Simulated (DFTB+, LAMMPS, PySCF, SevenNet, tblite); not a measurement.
**How well does each level of theory give the cohesive energy of diamond-structure Si?**

Reference value: 4.68 ± 0.08 eV/atom (measured, from 0 K enthalpies of formation; zero-point vibration energy (9/8 kB θD) added; as tabulated in Csonka et al. (2009), arXiv:0903.4037).

What do spline MEAM Si_1.meam.spline, DFTB Si–O set cp2k-nonscc-sid, GFN1-xTB, SevenNet-l3i5, PBE, PBE0, Hartree–Fock, MP2 give, and how far is each from the reference?


| level (code) | value (eV/atom) | cell (Å³/atom) | error (eV/atom) |
|---|---|---|---|
| spline MEAM Si_1.meam.spline (LAMMPS) | 4.61 | 20.02 | -0.07 |
| DFTB Si–O set cp2k-nonscc-sid (DFTB+) | 5.11 | 19.59 | +0.43 |
| GFN1-xTB (tblite) | 5.93 | 21.99 | +1.25 |
| SevenNet-l3i5 | 4.44 | 20.42 | -0.24 |
| PBE (PySCF) | 4.49 ± 0.07 | 20.59 | -0.19 |
| PBE0 (PySCF) | 4.51 ± 0.07 | 20.14 | -0.17 |
| Hartree–Fock (PySCF) | 3.11 ± 0.1 | 20.87 | -1.57 |
| MP2 (PySCF) | 5.17 ± 0.1 | 19.72 | +0.49 |

Leaving aside DFTB Si–O set cp2k-nonscc-sid (doubt noted below), GFN1-xTB (doubt noted below), SevenNet-l3i5 (doubt noted below): Of the ranked levels spline MEAM Si_1.meam.spline (-0.07 eV/atom) comes nearest. Farthest off among them: Hartree–Fock (-1.57 eV/atom). Within 0.3 eV/atom: spline MEAM Si_1.meam.spline, PBE, PBE0.

A ± on a computed value is a rough bar: the spread of its extrapolation, a floor set from checks against published values, or a statistical error. DFTB Si–O set cp2k-nonscc-sid, GFN1-xTB: the free atoms are run in the same model without spin. DFTB Si–O set cp2k-nonscc-sid: this tight-binding set is not self-consistent in the charges. GFN1-xTB: the method was fitted mainly to molecules. GFN1-xTB: the run uses a supercell at the zone centre in place of a k mesh. SevenNet-l3i5: free atoms can lie outside what these potentials were trained on. Each level is taken at its own relaxed cell.

Empirical potentials (spline MEAM Si_1.meam.spline) are fitted to chosen data: where that held the value shown, agreement is built in, and what lay outside the fit can be far off. Machine-learned potentials (SevenNet-l3i5) are trained on DFT data: a solid inside that data is no test of them.

Differences are worked out from the printed values.
